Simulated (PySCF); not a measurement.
# How the method moves the HOMO and LUMO of `C=C=C(C)CF`

Species: C5H7F.
Geometry (PBE0-D3(BJ)/def2-SVP, Å), atoms numbered from 1 in this order:
```
atom  x, y, z in Å
C1     2.2902   -0.4962   -0.4276
C2     1.0011   -0.3852   -0.2388
C3    -0.2950   -0.2645   -0.0623
C4    -1.2480   -1.4248   -0.1070
C5    -0.8970    1.0900    0.1870
F6    -1.6745    1.0673    1.3226
H7     2.9719   -0.6930    0.4076
H8     2.7315   -0.3985   -1.4260
H9    -1.8222   -1.4704    0.8312
H10   -1.9745   -1.2967   -0.9275
H11   -0.7217   -2.3770   -0.2501
H12   -0.1149    1.8565    0.2998
H13   -1.5515    1.3714   -0.6596
```

Basis pcSseg-1 throughout (PySCF), one geometry. One conformer (not necessarily the lowest) at the PBE0-D3(BJ)/def2-SVP geometry, without solvent, vibrations or thermal averaging.

**Question.** How do the orbital energies, the gap and the dipole change with the method?

**Answer.** 
| method | kind | HOMO (eV) | LUMO (eV) | gap (eV) | μ (D) | SCF cycles |
| --- | --- | --- | --- | --- | --- | --- |
| BLYP | GGA | -6.07 | -0.67 | 5.40 | 1.50 | 15 |
| OPBE | GGA | -6.18 | -0.74 | 5.44 | 1.47 | 15 |
| B97-D | GGA | -6.19 | -0.73 | 5.45 | 1.53 | 16 |
| PBE | GGA | -6.21 | -0.81 | 5.40 | 1.49 | 14 |
| KT2 | GGA | -6.25 | -0.82 | 5.43 | 1.53 | 16 |
| KT3 | GGA | -6.26 | -0.81 | 5.45 | 1.50 | 15 |
| BP86 | GGA | -6.32 | -0.90 | 5.42 | 1.51 | 15 |
| LDA | LDA | -6.34 | -1.02 | 5.33 | 1.59 | 15 |
| B97-2 | global hybrid | -7.14 | 0.11 | 7.26 | 1.64 | 14 |
| B3LYP | global hybrid | -7.17 | -0.04 | 7.13 | 1.63 | 14 |
| PBE0 | global hybrid | -7.38 | 0.18 | 7.57 | 1.65 | 14 |
| mPW1PW91 | global hybrid | -7.41 | 0.16 | 7.57 | 1.66 | 14 |
| BHandHLYP | global hybrid | -8.41 | 1.30 | 9.72 | 1.78 | 13 |
| CAM-B3LYP | range-separated hybrid | -8.69 | 1.34 | 10.03 | 1.69 | 12 |
| wB97X-D | range-separated hybrid | -9.22 | 1.98 | 11.20 | 1.69 | 12 |
| HF | Hartree–Fock | -9.95 | 4.02 | 13.97 | 1.92 | 11 |
| LC-wPBE | range-separated hybrid | -10.06 | 2.48 | 12.54 | 1.70 | 13 |

The HOMO spans 3.99 eV, from BLYP down to LC-wPBE, and the gap runs from 5.33 eV (LDA) to 13.97 eV (HF). Over the methods BLYP (0 %), OPBE (0 %), B97-D (0 %), PBE (0 %), KT2 (0 %), KT3 (0 %), BP86 (0 %), LDA (0 %), B97-2 (21 %), B3LYP (20 %), PBE0 (25 %), mPW1PW91 (25 %), BHandHLYP (50 %), HF (100 %), a straight line through the gap against the share of exact exchange rises by 0.86 eV for each 10 % (correlation coefficient 1.000). The dipole ranges from 1.47 D (OPBE) to 1.92 D (HF). This basis has no diffuse functions.
